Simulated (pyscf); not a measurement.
PySCF, gas phase, ωB97X-D3(BJ)/def2-SVP geometries.

SMILES: [SH][MoH]([Cl])([Cl])([Cl])[Cl]
```xyz
8

S      0.9002     0.3044    -2.1224
Mo    -0.4263     0.6860    -0.3070
Cl     1.7067     1.3475     0.3923
Cl    -0.9546     2.8651    -0.3997
Cl    -0.1694    -1.1346     0.9798
Cl    -2.7253     0.3210    -0.0534
H      0.0728    -0.1833    -3.0761
H     -1.1552     0.1182    -1.6329
```
Charge 0, spin multiplicity 1.

Q: What is the homolytic dissociation enthalpy (298 K, ωB97M-D3(BJ)/def2-TZVP) of the Mo–S bond of HS–MoH(Cl)(Cl)(Cl)–Cl, to SH• + [Cl–MoH(Cl)(Cl)–Cl]•?

A: Mo–S to SH• + [Cl–MoH(Cl)(Cl)–Cl]•: 24.5 kcal/mol. The 7 functionals that were run give +23.8 (M06-2X) to +38.3 kcal/mol (PBE). The radicals are drawn with the spin at the cut bond; how far it spreads was not checked. Left out: the spin-orbit lowering of SH. Open-shell species with a d-block atom are single-reference here; other states, and whether the spin sits on metal or ligand, were not checked. Elements past Kr carry the def2 core potentials, without spin-orbit coupling.
